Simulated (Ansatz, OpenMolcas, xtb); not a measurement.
AlH3SO (SMILES [OH][AlH][SH]): the dipole moment, rung by rung

AlH3SO has 6 atoms, charge 0, and is taken as a singlet. SMILES: `[OH][AlH][SH]`. The coordinates come from a PBE0-D4/def2-TZVP relaxation. This is one conformer, not always the lowest.

```jsonl
{"atom": "O", "x (Å)": "-1.1089", "y (Å)": "-0.5311", "z (Å)": "-0.8850"}
{"atom": "Al", "x (Å)": "0.2671", "y (Å)": "0.3908", "z (Å)": "-0.5510"}
{"atom": "S", "x (Å)": "1.2282", "y (Å)": "0.3857", "z (Å)": "1.4122"}
{"atom": "H", "x (Å)": "-1.5644", "y (Å)": "-1.1058", "z (Å)": "-0.2737"}
{"atom": "H", "x (Å)": "0.8687", "y (Å)": "1.2764", "z (Å)": "-1.6981"}
{"atom": "H", "x (Å)": "0.3514", "y (Å)": "-0.4800", "z (Å)": "1.9493"}
```

Quantity: the dipole moment, in D. The values are calculated.

| level | kind | program | value (D) | CPU time |
| --- | --- | --- | --- | --- |
| GFN2-xTB | semi-empirical | xtb | 2.55 | under 2 s |
| GFN0-xTB | semi-empirical | xtb | 3.25 | under 2 s |
| GFN1-xTB | semi-empirical | xtb | 2.36 | under 2 s |
| HF/STO-3G | Hartree–Fock | OpenMolcas | 1.10 | 2 s |
| HF/3-21G | Hartree–Fock | Ansatz | 2.36 | 0.6 s |
| HF/def2-SVP | Hartree–Fock | Ansatz | 1.92 | 1.5 s |
| HF/6-311G** | Hartree–Fock | Ansatz | 1.82 | 2.6 s |
| HF/aug-cc-pVDZ | Hartree–Fock | OpenMolcas | 1.56 | 31 s |
| S12g/pcseg-1 (RICD fitting) | GGA | OpenMolcas | 1.82 | 5.9 s |
| BP86/cc-pVTZ | GGA | OpenMolcas | 1.66 | 79 s |

The values span 1.10 to 3.25 D. Sets without polarisation functions give poor dipoles. Without the sets that lack polarisation functions the rows with a basis span only 1.56 to 1.92 D. Times are those of the runs behind each value, whatever else they computed, on shared processors of several kinds: orders of magnitude only.
